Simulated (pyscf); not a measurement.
Four-centre exchange: H₃C–TeH + H₂Se → H₃C–Te–SeH + hydrogen (H₂)

Gas phase, singlet surface, charge 0. Bonds broken: Te2–H6, Se7–H8. Bonds formed: Te2–Se7, H6–H8. Optimised with ωB97X-D3(BJ)/def2-SVP in PySCF.

Transition state (Å):

```xyz
9

C      1.4757     0.1692    -0.4103
Te    -0.6960     0.1883    -0.5211
H      1.8343    -0.6541     0.2213
H      1.8648     1.1332    -0.0575
H      1.8059     0.0002    -1.4493
H     -0.2190     0.5159     1.3966
Se    -2.9652     0.4517     1.2397
H     -1.0933     0.5461     1.6396
H     -3.0145    -0.9853     1.5349
```

One imaginary mode, 1784i cm⁻¹; descent along it reached the two sides named.

```
bond     change  reactant side (Å)  saddle  product side
-------  ------  -----------------  ------  ------------
Te2–H6   breaks              1.656   2.003           5.0
Se7–H8   breaks              1.466   1.916           3.2
Te2–Se7   forms                3.6     2.9         2.498
H6–H8     forms                3.4   0.908         0.761
```

Electronic energies relative to the separated reactants (eV):

```tsv
level	barrier	reaction energy	reverse barrier
ωB97X-D3(BJ)/def2-TZVP	2.36	-0.49	2.85
PBE/def2-TZVP	1.89	-0.31	2.19
r²SCAN/def2-TZVP	2.10	-0.31	2.40
B3LYP-D3(BJ)/def2-TZVP	2.16	-0.33	2.48
PBE0-D3(BJ)/def2-TZVP	2.14	-0.30	2.44
M06-2X/def2-TZVP	2.34	-0.38	2.71
ωB97M-D3(BJ)/def2-TZVP	2.52	-0.19	2.71
HF/def2-TZVP	3.43	-0.03	3.46
```

With ωB97M-D3(BJ)/def2-TZVP energies and thermal terms (ideal gas, 1 atm, RRHO with modes under 100 cm⁻¹ raised to 100, one conformer, R ln 2 for chiral ones without a mode under 150 cm⁻¹), in eV:

| T (K) | ΔH‡ | ΔG‡ | ΔH | ΔG |
|---|---|---|---|---|
| 298 | 2.46 | 2.92 | -0.21 | -0.11 |
| 600 | 2.48 | 3.38 | -0.16 | -0.03 |
| 900 | 2.52 | 3.81 | -0.12 | +0.02 |
| 1200 | 2.56 | 4.24 | -0.10 | +0.07 |

From the product side, H₃C–Te• + SeH• + H₂ lies, by one bond made or cut, 0.47 eV under this saddle at ωB97M-D3(BJ)/def2-TZVP. This is the saddle that the search found; another between the same sides may lie lower. Elements up to Kr have no core potential and no relativistic terms here. Elements past Kr carry the def2 core potentials, without spin-orbit coupling.
